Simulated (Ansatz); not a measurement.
Reaction (SMILES): Cl (HCl) → Cl atom + H atom
B3LYP-D3(BJ)/def2-TZVP geometries, fixed; electronic energies without zero-point terms.
Largest species:
```xyz
2

Cl     0.0000     0.0000    -0.0712
H      0.0000     0.0000     1.2108
```

Basis-set convergence of the bond dissociation energy at PBE0 with Ansatz (a first-principles code). Cartesian d functions, on some or all atoms, in 6-31G*, 6-31G**, 6-31+G*, 6-311G**, 6-311+G**; all else is spherical. The program fits the integrals of some runs and decomposes those of others, by size. Open shells are unrestricted. No added dispersion term, no relativity. Functions are those of the species that has most. Reference: the value in aug-cc-pV(5+d)Z, 105.09 kcal/mol, itself unsure by roughly 0.01 kcal/mol (its mean distance from pcseg-4, aug-pcseg-3, aug-cc-pV(Q+d)Z). Deviations are taken from unrounded values.

| basis | functions |
|---|---|
| STO-3G | 10 |
| 3-21G | 15 |
| 6-31G | 15 |
| 6-31G* | 21 |
| 6-31G** | 24 |
| 6-31+G* | 25 |
| 6-311G** | 33 |
| 6-311+G** | 37 |
| 6-311++G(2d,2p) | 45 |
| 6-311++G(3df,3pd) | 65 |

Question: Which is the smallest Pople set listed that can be trusted to 1 kcal/mol here, that is, within that of the reference together with its larger relatives (same family, alike in diffuse functions; a set with none to test it counts only in the reference's own line)?

Answer: The smallest set listed that lies within 1 kcal/mol of the reference with all its larger relatives (same family, alike in diffuse functions; a set with none counts only in the reference's own line) is 6-311++G(2d,2p) (45 functions, -0.16 kcal/mol off). Value minus reference: STO-3G 2.91, 3-21G -14.44, 6-31G -15.36, 6-31G* -5.49, 6-31G** -2.09, 6-31+G* -5.36, 6-311G** -1.57, 6-311+G** -1.71, 6-311++G(2d,2p) -0.16, 6-311++G(3df,3pd) 0.48 kcal/mol.
